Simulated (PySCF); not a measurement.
Compound: furan, C4H4O.
Atom-mapped SMILES: `[cH:1]1[cH:2][cH:3][o:4][cH:5]1` (hydrogens: H6 on C1; H7 on C2; H8 on C3; H9 on C5)

The same species was optimised twice, with GFN2-xTB and with PBE0-D3(BJ)/def2-SVP (PySCF), and the same property calculations (PySCF, gas phase) were run on both structures.

```
  coordinate  GFN2-xTB  PBE0-D3(BJ)/def2-SVP  change
   C2–H7 (Å)     1.070                 1.088  +0.018
   C1–H6 (Å)     1.071                 1.088  +0.017
   C3–H8 (Å)     1.072                 1.087  +0.015
   C5–H9 (Å)     1.072                 1.087  +0.015
   C1–C2 (Å)     1.417                 1.431  +0.014
   C3–O4 (Å)     1.343                 1.348  +0.005
   O4–C5 (Å)     1.343                 1.348  +0.005
   C2–C3 (Å)     1.360                 1.363  +0.003
   C1–C5 (Å)     1.360                 1.363  +0.003
C2–C3–H8 (°)     132.0                 133.4    +1.4
C1–C5–H9 (°)     132.0                 133.3    +1.3
O4–C3–H8 (°)     117.4                 116.2    -1.2
O4–C5–H9 (°)     117.3                 116.2    -1.1
C3–O4–C5 (°)     107.0                 107.5    +0.5
C1–C2–H7 (°)     127.1                 127.5    +0.4
C3–C2–H7 (°)     127.1                 126.6    -0.5
C2–C1–H6 (°)     127.1                 127.5    +0.4
```

Rotational constants: A = 9699, B = 9357, C = 4763 MHz (GFN2-xTB) against A = 9545, B = 9313, C = 4714 MHz (PBE0-D3(BJ)/def2-SVP). Point groups within 0.08 Å: C2v and C2v.

On the GFN2-xTB structure: HOMO (eV) -6.68 [PBE0/pcSseg-1]; LUMO (eV) 0.35 [PBE0/pcSseg-1]; dipole (D) 0.59 [PBE0/pcSseg-1]; GIAO shielding of C1/C2 (mean) (ppm) 70.2 [PBE0/pcSseg-1]; GIAO shielding of C3/C5 (mean) (ppm) 39.8 [PBE0/pcSseg-1]; GIAO shielding of O4 (ppm) 32.5 [PBE0/pcSseg-1].

Problem. What do these properties become on the PBE0-D3(BJ)/def2-SVP structure?

Solution. 
```tsv
property	level	on GFN2-xTB	on PBE0-D3(BJ)/def2-SVP	change
HOMO (eV)	PBE0/pcSseg-1	-6.68	-6.70	-0.02
LUMO (eV)	PBE0/pcSseg-1	0.35	0.33	-0.02
dipole (D)	PBE0/pcSseg-1	0.59	0.56	-0.03
energy, GFN2-xTB geometry as zero (kcal/mol)	PBE0/pcSseg-1	0.0	-0.3	-0.3
GIAO shielding of C1/C2 (mean) (ppm)	PBE0/pcSseg-1	70.2	69.0	-1.2
GIAO shielding of C3/C5 (mean) (ppm)	PBE0/pcSseg-1	39.8	38.3	-1.5
GIAO shielding of O4 (ppm)	PBE0/pcSseg-1	32.5	27.6	-4.9
```

The heavy atoms differ by 0.007 Å rms after alignment. Among all bonds C1–H6 and C2–H7 change most and about equally (+0.017 to +0.018 Å). Changes are differences of the printed values. Neither structure is proved a minimum here.
